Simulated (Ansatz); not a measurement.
C4H8O can be A, `CC1COC1`, or B, `C1CCOC1`.

Computed with Ansatz on PBE0-D4/def2-TZVP structures; ΔE is electronic, products minus reactants. CBS: MP2 limit from def2 TZ/QZ plus the TZ coupled-cluster correction, frozen cores. Functionals use def2-TZVPP. B3LYP here is the variant with VWN-RPA as its local correlation; programs differ in this.

Q: Which isomer does CCSD(T)/CBS put lower? Give the gap. (Estimate.)

A: Ansatz gave: B, by 75.5 kJ/mol.

Q: Give E(B) − E(A) in kJ/mol with ωB97M-V, HF/def2-TZVPP, B3LYP, PBE0-D4, r2SCAN-D4, CCSD/def2-TZVPP, PBE-D4. (Estimate.)

A: The calculation gave: ωB97M-V -73.5, HF/def2-TZVPP -77.3, B3LYP -72.1, PBE0-D4 -75.3, r2SCAN-D4 -76.6, CCSD/def2-TZVPP -74.9, PBE-D4 -70.5. None reverses the order clearly.

Largest T1 diagnostic: 0.010.

From PBE to PBE0 (25 % exact exchange), in def2-TZVPP and without D4, E(B) − E(A) moves by −5.0 kJ/mol.
